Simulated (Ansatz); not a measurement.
C2H6N2O can be A, `C/N=C(\N)O`, or B, `CNC(N)=O`.

Calculated with Ansatz (gas phase, PBE0-D4/def2-TZVP geometries, no zero-point term in ΔE). CCSD(T)/CBS adds triple-zeta CCSD(T) − MP2 to the extrapolated MP2 energy (def2 sets, frozen cores). Functionals use def2-TZVPP. Each species was taken in one conformer, which may not be the lowest.

Task: Which is lower in electronic energy at CCSD(T)/CBS, and by how much? (Best estimate.)

Result: The calculation gave: B, by 62.1 kJ/mol.

Task: Give E(B) − E(A) in kJ/mol with PBE0-D4, HF/def2-TZVPP, ωB97M-V, r2SCAN-D4, PBE-D4, CCSD(T)/def2-TZVPP, B2PLYP. (Estimate.)

Result: Computed: PBE0-D4 -65.8, HF/def2-TZVPP -75.3, ωB97M-V -64.4, r2SCAN-D4 -65.9, PBE-D4 -64.3, CCSD(T)/def2-TZVPP -62.3, B2PLYP -66.7. None reverses the order clearly.

Largest T1 diagnostic: 0.013.

In def2-TZVPP, CCSD(T) changes the Hartree–Fock value by +13.0 kJ/mol (the triples alone add +1.7 kJ/mol) and MP2 by +12.5 kJ/mol.
